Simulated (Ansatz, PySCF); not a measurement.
Molecule: lithium hydride, LiH (charge 0, singlet). SMILES: [LiH]
Structure (B3LYP-D3(BJ)/def2-TZVP (Ansatz, a quantum-chemistry and plane-wave program) minimum search):
```xyz
2

Li     0.0000     0.0000    -0.3977
H      0.0000     0.0000     1.1930
```

Wanted: vertical ionisation energy (to the doublet state of charge +1; each state is the SCF solution reached for its spin), in eV. Cores are frozen in the correlated levels unless marked. Open shells are spin-unrestricted. Spin-orbit coupling is left out. Non-relativistic. CBS marks a two-point X^-3 extrapolation of the correlation energy; Hartree-Fock from the larger set.

```
level                              program  vertical ionisation energy (eV)
---------------------------------  -------  -------------------------------
SVWN5/def2-TZVPD                    Ansatz                             8.22
PBE0/def2-TZVPD                     Ansatz                             8.01
CAM-B3LYP/def2-TZVPD                Ansatz                             8.28
CCSD/def2-TZVPPD                    Ansatz                             7.96
CCSD/CBS(def2-TZVPPD,def2-QZVPPD)   Ansatz                             8.02
CCSD(T)/def2-QZVPPD                 Ansatz                             8.00
```

For comparison, minus the highest occupied orbital energy (PySCF): 6.51 eV at M06-2X/def2-TZVPD, 4.94 eV at TPSSh/def2-TZVPD, 4.51 eV at TPSS/def2-TZVPD.
